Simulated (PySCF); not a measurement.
Dipole moment and polarisability of `CCC1CSC1`

Compound: C5H10S.
SMILES with atom numbers: `[CH3:1][CH2:2][CH:3]1[CH2:4][S:5][CH2:6]1` (hydrogens: H7, H8, H9 on C1; H10, H11 on C2; H12 on C3; H13, H14 on C4; H15, H16 on C6)

Geometry (GFN2-xTB, Å), atoms numbered from 1 in this order:
```xyz
16
C5H10S angstrom
C      2.0351   -0.0093    0.0612
C      0.7083   -0.6790    0.3999
C     -0.4413   -0.0989   -0.4139
C     -1.8196   -0.7031   -0.1202
S     -2.6166    0.9442   -0.0611
C     -0.8298    1.3443   -0.0702
H      2.2786   -0.1522   -0.9895
H      2.8378   -0.4319    0.6606
H      1.9846    1.0591    0.2585
H      0.4967   -0.5537    1.4646
H      0.7755   -1.7507    0.1975
H     -0.2100   -0.1840   -1.4792
H     -2.2369   -1.3485   -0.8889
H     -1.8858   -1.1903    0.8516
H     -0.5120    1.6598    0.9225
H     -0.5722    2.1029   -0.8047
```

Level: PBE0/def2-SVPD (PySCF), static field, nuclei fixed, core orbitals frozen in the response. The polarisability tensor in these axes (au):

```
x   91.72 -4.02  0.72
y   -4.02 76.26 -0.57
z    0.72 -0.57 66.62
```

Task: What are the eigenvalues, a third of the trace, and Δα (Δα² = ½Σ(αi − αj)² over the three pairs)?

Result: Principal values 66.58, 75.29 and 92.73 au; mean 78.20 au = 11.59 Å³ = 12.89 × 10⁻⁴⁰ C²·m²/J; Δα = 23.07 au (29 % of the mean).

Task: What is the dipole moment, and where does it point?

Result: (2.04, -0.99, -0.06) D, 2.27 D in size, pointing from the negative to the positive side. Measured along this direction, the outermost atoms are S5 at the negative end and H8 at the positive end.

Task: Directions of the eigenvectors, and the extent of the frame along each?

Result: Largest value along (0.97, -0.24, 0.03), where the nuclei span 5.65 Å; middle along (0.24, 0.97, -0.04), 3.74 Å; least along (-0.02, 0.05, 1.00), 2.91 Å. The response follows the extents in order.

Task: What molar refraction does this α imply?

Result: Lorentz–Lorenz: R = (4π/3)N_A α = 2.5225 cm³/(mol·Å³) × 11.59 Å³ = 29.2 cm³/mol, in the limit of long wavelengths.

Task: Sum over states: ᾱ = Σ f/ω², ω in Eh. What share falls to these 6 lowest TDDFT singlets (eV, f)? 4.62, 0.0001; 5.85, 0.0188; 5.90, 0.0117; 6.27, 0.0327; 6.81, 0.0031; 6.93, 0.0283.

Result: They add up to 1.76 au, 2.3 % of the 78.20 au; the largest single term is 0.62 au, from the state at 6.27 eV. Terms in order: 0.00, 0.41, 0.25, 0.62, 0.05, 0.44 au. Higher excitations give the rest. The strengths listed sum to 0.095.

Task: What are the principal values of the traceless quadrupole moment, Θ = ½Σq(3rr − r²1), about the centre of nuclear charge?

Result: -6.46, 1.10, 5.37 D·Å. The values depend on the origin, since the dipole doesn't vanish. The electronic extent ⟨r²⟩ about the same centre is 868 bohr², a root-mean-square distance of 2.08 Å for the 56 electrons.

Geometry: GFN2-xTB, one conformer, isolated molecule.
